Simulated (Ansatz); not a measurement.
Rock-salt KI was calculated with HSE06 (Ansatz, a first-principles code, plane waves, PAW).

Total energies, extrapolated to zero smearing (they compare only within this program, potentials and cutoff):

```tsv
system	energy (eV/atom)
rock-salt KI, relaxed	-4529.7155
bcc K	-1538.6552
solid iodine	-7517.5122
```

Q: Work out the formation enthalpy per atom.

A: ΔH_f ≈ ΔE = -4529.7155 − [1 × (-1538.6552) + 1 × (-7517.5122)]/2 = -1.632 eV/atom (0 K, no vibrations). The reference value is -1.699 eV/atom (measured, 298 K, copied from a table, unchecked, not corrected to a static lattice; as tabulated in Wang et al. (2021), doi:10.1038/s41598-021-94550-5), a difference of +0.067 eV/atom.

Spin–orbit coupling is left out; its size isn't shown.

The PAW data were made under PBE.
